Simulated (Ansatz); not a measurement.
[AlFH3]- (AlH₃F⁻), relaxed as a singlet with RKS PBE0-D4/def2-TZVPD in Ansatz, starting from the GFN2-xTB geometry. Force threshold 0.02 eV/Å.

Start:

Cartesian coordinates in Å:
```
Al 0.027 0.025 -0.008
F -1.196 -1.094 0.350
H 1.414 -0.536 0.597
H -0.365 1.435 0.674
H 0.120 0.171 -1.613
```

Question: Estimate the energy that the relaxation releases and the steps that it takes.

Answer: 0.02 eV, in 4 steps; 1.9 s on 4 threads of Arm Neoverse V2 on a shared host. No frequencies were taken in this run, so the end may be a saddle point.

Question: Does the start keep its bonding and symmetry?

Answer: By distances, no bond broke or formed. The bond that changes most is Al1–H5, from 1.61 to 1.64 Å (atoms count from 1). Point group C3v at the start, C3v at the end, both within 0.05 Å.

Question: Predict the relaxed structure.

Answer: 
```xyz
5

Al    0.0220    0.0201   -0.0064
F    -1.2195   -1.1149    0.3570
H     1.4392   -0.5415    0.6052
H    -0.3675    1.4594    0.6824
H     0.1258    0.1768   -1.6381
```
Bond lengths: 1 × Al–F 1.72 Å; 3 × Al–H 1.64 Å.
